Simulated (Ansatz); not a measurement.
# MgS (triplet): the correlation ladder, 6-31G

How much of the correlation energy of MgS (triplet) does each wave-function method recover here?

Method: 6-31G, core rule «outside noble gas», up to 10 orbitals frozen; program: Ansatz 0.2.0, Gaussian basis.

The runs, in order: UHF; CCSD(T) on ROHF; CCSD(T) on UHF; BCCD(T) on ROHF; CISD; CCSDT(Q) on ROHF; CCSDT(Q) on UHF; CISDTQ; CCSDTQ on ROHF; CCSDTQ on UHF; Full CI; Full CI, several states.

24 further runs of the same task are left out: 8 for a known fault of the program, 2 for a mislabelled method, 7 that didn't finish, 7 set aside as unsound or not needed.

### 1 What is computed

The geometry is a PBE0/def2-TZVP stationary point (not a proven minimum).

2 atoms, charge 0, spin multiplicity 3.

Atoms are counted from 1 here; the program's logs count them from 0.

Bond lengths: S1–Mg2 2.340 Å.

As a file:

```xyz
2

S     0.0000    0.0000    0.0000
Mg    0.0000    0.0000    2.3404
```

### 2 UHF

Input file in.yaml:

```yaml
crystal:
  periodic: [false, false, false]
  atoms:
    - {symbol: S, position_ang: [0.000000, 0.000000, 0.000000]}
    - {symbol: Mg, position_ang: [0.000000, 0.000000, 2.340400]}
basis:
  gaussian: {orbitals: 6-31G}
magnetization: {spin_polarized: true, initial_magnetization: 2}
hamiltonian: {xc: hf}
output: {orbitals: {seedname: orbitals}}
```

On the command line:

```
> ansatz run in.yaml --threads 1 --pin off --events-out ev --progress --plain --max-ram 2393MiB
```

After this run come: CCSD(T) on ROHF; CCSD(T) on UHF; BCCD(T) on ROHF; CISD; CCSDT(Q) on ROHF; CCSDT(Q) on UHF; CISDTQ; CCSDTQ on ROHF; CCSDTQ on UHF; Full CI; Full CI, several states.

Before running them: what should the planned runs give, taken together? Wanted: FCI below the RHF energy; RMP2 from FCI; UMP2 from FCI; RCCSD from FCI; RCCSD(T) from FCI; UCCSD(T) from FCI; RCCSDT(Q) from FCI; UCCSDT(Q) from FCI; T1 diagnostic.

The runs gave:

```
                         quantity                                                                                        value
         FCI below the RHF energy                                                                                   -1.4247 eV
                    RMP2 from FCI                                                                                   +343.4 meV
                    UMP2 from FCI                                                                                   +331.0 meV
                   RCCSD from FCI                                                                                    +47.4 meV
                RCCSD(T) from FCI                                                                                    +10.5 meV
                UCCSD(T) from FCI                                                                                    +10.3 meV
               RCCSDT(Q) from FCI                                                                                     -0.1 meV
               UCCSDT(Q) from FCI                                                                                     -1.4 meV
levels within 1 kcal/mol (43 meV)  RCCSD(T), UCCSD(T), BCCD(T), RCCSDT, UCCSDT, CISDTQ, RCCSDT(Q), UCCSDT(Q), RCCSDTQ, UCCSDTQ
                    T1 diagnostic                                                                                        0.031
   effectively unpaired electrons                                                                                         2.02
```

**Reading.** RCCSD(T) lands +10.5 meV from the yardstick (0.7 % of the correlation energy). One determinant dominates. The next state among those solved, a triplet, lies 1.25 eV up. These misses are within one basis, not against nature; the frozen cores of restricted and unrestricted runs differ, which can shift their rows.
